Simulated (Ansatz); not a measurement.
Process, species as SMILES: N (NH3) + H+ → [NH4+]
B3LYP-D3(BJ)/def2-TZVP geometries, fixed; electronic energies without zero-point terms; positive where energy is released.
Largest species:
```xyz
5

N      0.0000     0.0000     0.0000
H      0.0143     0.9619    -0.3540
H      0.8334    -0.4977    -0.3293
H     -0.8403    -0.4774    -0.3416
H     -0.0074     0.0132     1.0249
```
Charge +1, spin multiplicity 1.

Basis-set convergence of the proton affinity at HF with Ansatz (a program for electronic structure). Cartesian d functions, on some or all atoms, in 6-31G*, 6-31+G*, 6-31G**; all else is spherical. No added dispersion term, no relativity. Functions are those of the species that has most. Reference: the value in aug-cc-pVQZ, 215.86 kcal/mol, itself unsure by roughly 0.10 kcal/mol (its mean distance from def2-QZVPPD, pcseg-3, def2-QZVPP). Deviations are taken from unrounded values.

```csv
basis,functions
STO-3G,9
3-21G,17
6-31G,17
6-31G*,23
6-31+G*,27
6-31G**,35
6-311G**,42
6-311+G**,46
aug-cc-pVDZ,59
"6-311++G(2d,2p)",67
jun-cc-pV(T+d)Z,95
"6-311++G(3df,3pd)",111
aug-cc-pVTZ,138
aug-cc-pVQZ,264
```

Problem. Which is the smallest set listed that can be trusted to 2 kcal/mol here, that is, within that of the reference together with its larger relatives (same family, alike in diffuse functions; a set with none to test it counts only in the reference's own line)?

Solution. The smallest set listed that lies within 2 kcal/mol of the reference with all its larger relatives (same family, alike in diffuse functions; a set with none counts only in the reference's own line) is 6-31+G* (27 functions, -1.46 kcal/mol off). Inside the window by cancellation, since a larger relative falls out: 6-31G*. Value minus reference: STO-3G 43.61, 3-21G 11.92, 6-31G 6.53, 6-31G* 1.45, 6-31+G* -1.46, 6-31G** 3.65, 6-311G** 2.64, 6-311+G** 0.18, aug-cc-pVDZ -1.15, 6-311++G(2d,2p) 0.00, jun-cc-pV(T+d)Z -0.06, 6-311++G(3df,3pd) -0.41, aug-cc-pVTZ -0.10, aug-cc-pVQZ 0.00 kcal/mol.
